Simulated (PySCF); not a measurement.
fluoroethene (C₂H₃F), SMILES C=CF. Atoms are numbered in the order given.

```xyz
6

C      0.1987    -1.1771     0.0000
C     -0.4335    -0.0213     0.0000
F      0.2233     1.1553     0.0000
H      1.2783    -1.2323     0.0000
H     -0.3725    -2.0935     0.0000
H     -1.5067     0.1184     0.0000
```

Geometry: B3LYP-D3(BJ)/def2-TZVP.

These are PySCF with PBE/pcJ-1 values and carry that method's errors.

Isotropic couplings with Fermi-contact, spin-dipole and both spin-orbit terms, one fixed conformer, no vibrational averaging. Isotopes: 13C, 19F, 1H.

Computed spin–spin coupling constants:
| pair | bonds apart | J (Hz) |
|---|---|---|
| C1–C2 | 1 | 86.8 |
| C1–H4 | 1 | 154.4 |
| C1–H5 | 1 | 156.7 |
| C2–F3 | 1 | -361.0 |
| C2–H6 | 1 | 187.8 |
| C1–F3 | 2 | -1.3 |
| C1–H6 | 2 | 16.1 |
| C2–H4 | 2 | -7.4 |
| C2–H5 | 2 | 11.6 |
| F3–H6 | 2 | 79.6 |
| H4–H5 | 2 | -2.9 |
| F3–H4 | 3 | 19.6 |
| F3–H5 | 3 | 48.3 |
| H4–H6 | 3 | 12.5 |
| H5–H6 | 3 | 4.7 |
